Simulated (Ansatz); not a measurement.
Energy needed to pull apart SiN2H4 (SMILES N=[SiH]N), singlet, into free ground-state atoms, from the structure below (at a frame of a short PBE0-D4/def2-SVP trajectory); no zero-point or spin–orbit terms; open-shell atoms are treated unrestricted, in their ground-state multiplicity.

N1  (-1.053, -0.907, -0.979)
Si2  (-0.329, 0.325, -0.262)
N3  (0.943, -0.015, 0.785)
H4  (-1.755, -0.822, -1.715)
H5  (-0.522, 1.788, -0.338)
H6  (1.359, 0.612, 1.480)
H7  (1.086, -0.954, 1.088)
(Å)

Program: Ansatz 0.2.0. Basis: def2-TZVPP. Cores are frozen in the correlated methods.

```json
{"method": "PBE-D4", "atomization energy (eV)": "24.60"}
{"method": "r2SCAN-D4", "atomization energy (eV)": "23.89"}
{"method": "PBE0-D4", "atomization energy (eV)": "?"}
{"method": "wB97M-V", "atomization energy (eV)": "24.20"}
{"method": "HF", "atomization energy (eV)": "15.37"}
{"method": "MP2", "atomization energy (eV)": "?"}
{"method": "CCSD", "atomization energy (eV)": "22.64"}
{"method": "CCSD(T)", "atomization energy (eV)": "23.11"}
```

What does PBE0-D4 give? (An estimate is asked for; the value comes from the calculation.)

The calculation gives: 23.84 eV, which is about 0.73 eV more than CCSD(T)/def2-TZVPP.

What does MP2 give? (To be estimated.)

Computed: 23.49 eV, which is about 0.37 eV more than CCSD(T)/def2-TZVPP.

In triple zeta the MP2 and coupled-cluster atomization energies are still short of their basis limit by a few kcal/mol a bond, whereas those of the functionals are nearly converged, so these differences are not deviations from converged CCSD(T).

The T1 diagnostic stays at or below 0.016.

For scale, one of the runs: CCSD(T)/def2-TZVPP forces, 160 basis functions, launched by `ansatz run in.yaml --threads 2 --pin off --events-out ev --progress --plain --max-ram 3481MiB`. The run took 50 s on 2 CPU threads of an Intel Xeon 6975P-C (shared host), with 2.1 GiB of host memory at its peak.
